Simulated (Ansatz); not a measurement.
`[F][Mg][F]` + H₂O → `[F][MgH]` + `OF` at 298.15 K and 1 bar (formal exchange of groups at a Mg–F bond).

Computed with Ansatz on PBE0-D4/def2-TZVP structures; ΔE is electronic, products minus reactants. CBS: MP2 limit from def2 TZ/QZ plus the TZ coupled-cluster correction, frozen cores. This one scheme is used for every species. For Mg outer-core shells are correlated without core-valence functions, which leaves a few kJ/mol of doubt a bond.

| species | CCSD(T)/CBS energy (Eh) | H − E (kJ/mol) | S (J/(mol·K)) |
| --- | --- | --- | --- |
| `[F][Mg][F]` | -399.61583 | 23.1 | 247.4 |
| H₂O | -76.37941 | 66.4 | 188.7 |
| `[F][MgH]` | -300.33731 | 29.2 | 227.9 |
| `OF` | -175.42775 | 47.4 | 226.1 |

H − E and S are ideal-gas, rigid-rotor, harmonic terms from PBE0-D4/def2-TZVP. 1 Eh = 2625.50 kJ/mol, R = 8.31446 J/(mol·K).

Q: By hand: ΔE, ΔH, ΔS and ΔG.

A: ΔE = (-300.33731) + (-175.42775) − (-399.61583) − (-76.37941) = 0.23018 Eh = 604.3 kJ/mol. Δ(H − E) = 29.2 + 47.4 − 23.1 − 66.4 = -12.9, so ΔH = 591.4 kJ/mol. ΔS = 227.9 + 226.1 − 247.4 − 188.7 = 17.9 J/(mol·K). ΔG = 591.4 − 298.15 × (17.9)/1000 = 586.1 kJ/mol.

Q: By hand: the equilibrium constant, and the temperature at which ΔG would vanish if ΔH and ΔS stayed fixed.

A: log₁₀ K = −ΔG/(RT ln 10) = -102.7. ΔG = 0 at ΔH/ΔS = 33039 K, far beyond where these terms or the molecules hold.

ΔH outweighs TΔS. A doubt of 5 kJ/mol in ΔE shifts log₁₀ K by 0.9 here. These are equilibria of isolated gas molecules and say nothing of rates. Largest T1 diagnostic: 0.012 (customary marks: 0.02 for closed shells, 0.045 for open ones).
